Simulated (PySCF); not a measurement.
These are PBE-D3(BJ)/def2-TZVP // PBE0-D3(BJ)/def2-SVP in PySCF values and carry that method's errors. All species are isolated molecules in the gas phase. 

Reference species (SMILES): `O` (neutral, multiplicity 1).

| Item | Result |
|---|---|
| HOMO | -6.98 eV |
| dipole moment | 2.05 D |

Changed species: `N` (free base NH3; the reference has free base H2O).

**Question.** Give the shifts of the HOMO and dipole moment.

**Answer.** the HOMO rises by 0.91 eV, to -6.07 eV; the dipole moment falls by 0.30 D, to 1.75 D.
